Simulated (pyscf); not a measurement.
**Four-centre exchange: Cl–GaH–Cl + hydrogen (H₂) → Cl–GaH–Cl + hydrogen (H₂)**

Gas phase, singlet surface, charge 0. Bonds broken: Ga2–H4, H5–H6. Bonds formed: Ga2–H5, H4–H6. PySCF, gas phase, ωB97X-D3(BJ)/def2-SVP geometries.

Transition state (Å):

```xyz
6

Cl    -0.2727     0.4111     1.9388
Ga    -1.3109    -0.3116     0.2310
Cl    -2.0444    -2.2919    -0.0082
H     -2.4605     0.8543    -0.3423
H     -0.5834     0.2661    -1.2337
H     -1.5678     0.7520    -1.0127
```

One imaginary mode, 1706i cm⁻¹; descent along it reached the two sides named.

```json
[
 {"bond": "Ga2–H4", "change": "breaks", "reactant side (Å)": "1.544", "saddle": "1.735", "product side": "2.565"},
 {"bond": "H5–H6", "change": "breaks", "reactant side (Å)": "0.762", "saddle": "1.120", "product side": "2.8"},
 {"bond": "Ga2–H5", "change": "forms", "reactant side (Å)": "2.555", "saddle": "1.734", "product side": "1.544"},
 {"bond": "H4–H6", "change": "forms", "reactant side (Å)": "2.8", "saddle": "1.121", "product side": "0.762"}
]
```

Electronic energies relative to the separated reactants (kcal/mol):

| level | barrier | reaction energy | reverse barrier |
|---|---|---|---|
| ωB97X-D3(BJ)/def2-TZVP | 41.5 | 0.0 | 41.5 |
| PBE/def2-TZVP | 37.3 | 0.0 | 37.3 |
| r²SCAN/def2-TZVP | 37.5 | 0.0 | 37.5 |
| B3LYP-D3(BJ)/def2-TZVP | 41.8 | 0.0 | 41.8 |
| PBE0-D3(BJ)/def2-TZVP | 37.7 | 0.0 | 37.7 |
| M06-2X/def2-TZVP | 41.8 | 0.0 | 41.8 |
| ωB97M-D3(BJ)/def2-TZVP | 42.1 | 0.0 | 42.1 |
| HF/def2-TZVP | 53.1 | 0.0 | 53.1 |

With ωB97M-D3(BJ)/def2-TZVP energies and thermal terms (ideal gas, 1 atm, RRHO with modes under 100 cm⁻¹ raised to 100, one conformer, R ln 2 for chiral ones without a mode under 150 cm⁻¹), in kcal/mol:

| T (K) | ΔH‡ | ΔG‡ | ΔH | ΔG |
|---|---|---|---|---|
| 298 | 42.8 | 51.6 | 0.0 | 0.0 |
| 600 | 41.8 | 60.9 | 0.0 | 0.0 |
| 900 | 41.6 | 70.5 | 0.0 | 0.0 |
| 1200 | 41.8 | 80.1 | 0.0 | 0.0 |

At the saddle there is also a short Ga–H contact that neither side keeps. The same reactants have a lower exit, to HCl + Cl–GaH₂ (barrier +31.8 kcal/mol at ωB97M-D3(BJ)/def2-TZVP, against +42.1 kcal/mol here). One saddle was located; it need not be the lowest between these sides. Elements up to Kr have no core potential and no relativistic terms here.
